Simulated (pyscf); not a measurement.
H₂N–GaH–OH (SMILES [NH2][GaH][OH]) + SiH₄ (SMILES [SiH4]) → H₂N–GaH₂ (SMILES [NH2][GaH2]) + HO–SiH₃ (SMILES O[SiH3]) (four-centre exchange; singlet surface; Ga–O, H–Si broken, Ga–H, O–Si formed). Structures and frequencies: ωB97X-D3(BJ)/def2-SVP in PySCF. Energies in kcal/mol from the separated reactants.

```json
[
 {"level": "r²SCAN/def2-TZVP", "barrier": "4.3", "reaction energy": "-5.0"},
 {"level": "B3LYP-D3(BJ)/def2-TZVP", "barrier": "6.9", "reaction energy": "-5.5"},
 {"level": "PBE0-D3(BJ)/def2-TZVP", "barrier": "…", "reaction energy": "…"},
 {"level": "M06-2X/def2-TZVP", "barrier": "…", "reaction energy": "-3.9"},
 {"level": "ωB97M-D3(BJ)/def2-TZVP", "barrier": "5.9", "reaction energy": "-6.1"},
 {"level": "HF/def2-TZVP", "barrier": "16.9", "reaction energy": "-6.3"}
]
```

Task: What belongs in the gaps?

Result: 
- PBE0-D3(BJ)/def2-TZVP, barrier: 3.7
- PBE0-D3(BJ)/def2-TZVP, reaction energy: -5.1
- M06-2X/def2-TZVP, barrier: 4.6

The functionals in the table span 3.2 kcal/mol in this barrier, from PBE0-D3(BJ) to B3LYP-D3(BJ). On the product side the descent ends in an adduct with a Ga–O contact (not fully relaxed), 13.7 kcal/mol under the separated species and 21.7 kcal/mol under the saddle at ωB97X-D3(BJ)/def2-TZVP. What is counted as broken (Ga–O) persists as a longer contact in the product adduct; parting that adduct is a step of its own. At ωB97X-D3(BJ) the barrier from the zero used here is 3.0 kcal/mol. One saddle was located; it need not be the lowest between these sides. Elements up to Kr have no core potential and no relativistic terms here.
